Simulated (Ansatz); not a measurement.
Start from `N=CCN` and change one atom or group to get `N=CCO`.

Ansatz, PBE0-D4/def2-TZVP geometries, multiplicity 1. Each molecule was computed in one conformer, which needn't be the lowest.

| property | `N=CCN` |
| --- | --- |
| HOMO–LUMO gap (B3LYP/def2-TZVPP) / eV | 6.43 |
| HOMO–LUMO gap (PBE/def2-TZVPP) / eV | 4.29 |
| LUMO energy (PBE/def2-TZVPP) / eV | -1.23 |
| size of the dipole moment (B3LYP/def2-TZVPP) / D | 2.13 |
| LUMO energy (B3LYP/def2-TZVPP) / eV | -0.36 |
| HOMO energy (B3LYP/def2-TZVPP) / eV | -6.80 |

**Question.** Give the same properties after the change, and the shifts. (An estimate is asked.)

**Answer.** Computed: 
| property | `N=CCO` | shift |
| --- | --- | --- |
| HOMO–LUMO gap (B3LYP/def2-TZVPP) / eV | 6.87 | 0.44 |
| HOMO–LUMO gap (PBE/def2-TZVPP) / eV | 4.61 | 0.32 |
| LUMO energy (PBE/def2-TZVPP) / eV | -1.55 | -0.32 |
| size of the dipole moment (B3LYP/def2-TZVPP) / D | 3.14 | 1.01 |
| LUMO energy (B3LYP/def2-TZVPP) / eV | -0.70 | -0.34 |
| HOMO energy (B3LYP/def2-TZVPP) / eV | -7.57 | -0.77 |

With PBE0 the HOMO falls by 0.79 eV and the LUMO falls by 0.34 eV, so the gap widens by about 0.45 eV. PBE moves the HOMO by -0.65 eV and ωB97M-V by -0.79 eV. The zero-point energy changes by -32.7 kJ/mol with -3 modes. Dipoles are sizes alone; their direction can turn.

B3LYP here is the variant with VWN-RPA as its local correlation; programs differ in this.
